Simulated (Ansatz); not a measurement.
# C2H4Cl: the cost of one run

Computed with Ansatz 0.2.0, Gaussian basis. Level: PBE0-D4/def2-SVP, unrestricted.

14 further runs of the same task are left out: 14 set aside as unsound or not needed.

### 1 Where the work starts

The first end: 7 atoms, charge 0, spin multiplicity 2.

Atoms are counted from 1 here; the program's logs count them from 0.

Bond lengths: C1–C2 1.320 Å, C1–H5 1.082 Å, C1–H6 1.083 Å, C2–Cl3 1.721 Å, C2–H7 1.082 Å. Angles: C2–C1–H5 122.2°, C2–C1–H6 119.4°, H5–C1–H6 118.4°, C1–C2–Cl3 123.5°, C1–C2–H7 123.6°, Cl3–C2–H7 112.9°.

Coordinates:

```xyz
7
charge 0, multiplicity 2
C     0.04973   -0.78877    0.37652
C    -0.41851   -0.17373   -0.69316
Cl    0.54400    0.82765   -1.70932
H     0.80373    2.48342    1.39325
H     1.08376   -0.70196    0.68478
H    -0.61555   -1.40296    0.97092
H    -1.44716   -0.24354   -1.02297
```

The second end:

```xyz
7
C2H4Cl
C     0.2022   -0.0701    0.6400
C    -0.3822   -0.0661   -0.7135
Cl    0.5485    0.4978   -2.0236
H     0.3563    0.9474    1.0259
H     1.1772   -0.5663    0.6518
H    -0.4611   -0.5922    1.3325
H    -1.4409   -0.1503   -0.9131
```

### 2 The band at PBE0-D4/def2-SVP

File neb/in.yaml:

```yaml
crystal:
  periodic: [false, false, false]
  atoms:
    - {symbol: C, position_ang: [0.049732, -0.788770, 0.376520]}
    - {symbol: C, position_ang: [-0.418508, -0.173733, -0.693163]}
    - {symbol: Cl, position_ang: [0.544005, 0.827650, -1.709322]}
    - {symbol: H, position_ang: [0.803733, 2.483419, 1.393248]}
    - {symbol: H, position_ang: [1.083755, -0.701963, 0.684775]}
    - {symbol: H, position_ang: [-0.615554, -1.402964, 0.970916]}
    - {symbol: H, position_ang: [-1.447162, -0.243539, -1.022973]}
basis:
  gaussian: {orbitals: def2-SVP}
magnetization: {spin_polarized: true, initial_magnetization: 1}
hamiltonian: {xc: pbe0, dispersion: d4}
neb:
  images: 5
  climbing: true
  max_iterations: 40
  initial_path: idpp
  final_atoms:
    - {symbol: C, position_ang: [0.202214, -0.070098, 0.639969]}
    - {symbol: C, position_ang: [-0.382190, -0.066133, -0.713538]}
    - {symbol: Cl, position_ang: [0.548468, 0.497768, -2.023592]}
    - {symbol: H, position_ang: [0.356281, 0.947386, 1.025861]}
    - {symbol: H, position_ang: [1.177214, -0.566320, 0.651823]}
    - {symbol: H, position_ang: [-0.461133, -0.592247, 1.332547]}
    - {symbol: H, position_ang: [-1.440855, -0.150256, -0.913071]}
```

Run with:

```sh
> ansatz run in.yaml --threads 2 --pin off --events-out ev --progress --plain --max-ram 4352MiB
```

**Question.** How long does this run take on 2 threads of Arm Neoverse V1, shared host?

About 2 min.
